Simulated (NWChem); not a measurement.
Correlation energy of Cl2 (+1)

```xyz
2

Cl     0.0000     0.0000     0.9799
Cl     0.0000     0.0000    -0.9799
```
Charge +1, spin multiplicity 2.

The numbers come from NWChem runs, not from measurements. Structure: optimised with UPBE/def2-SVP, a minimum by its harmonic frequencies.

Basis set: cc-pVDZ. Each correlation energy counts from its own Hartree-Fock reference.

| method | correlation energy (mHa) |
|---|---|
| URI-MP2 | -270.0 |
| UMP2 | -270.0 |
| SCS-UMP2 | -260.7 |
| CCSD on UHF | -294.0 |
| CCSD[T] on UHF | -303.9 |
| CCSD(T) on UHF | -303.6 |
| CCSD on ROHF | -300.1 |
| CCSD[T] on ROHF | -310.2 |
| CCSD(T) on ROHF | -310.1 |
| CCSDT on ROHF | -310.6 |

The values span 49.9 mHa, from CCSDT on ROHF (lowest) to SCS-UMP2 (highest). 

The correlated methods keep 10 core orbitals frozen. The structure started from a generated list of species. The unpaired electrons of the parent sit in orbitals of symmetry b3g (D2h labels of the run); other states weren't searched. The stability of the SCF solutions was not checked. Open-shell Hartree-Fock references start from PBE0 orbitals. No row is a measurement; the coupled-cluster row has its own basis-set and correlation limits.
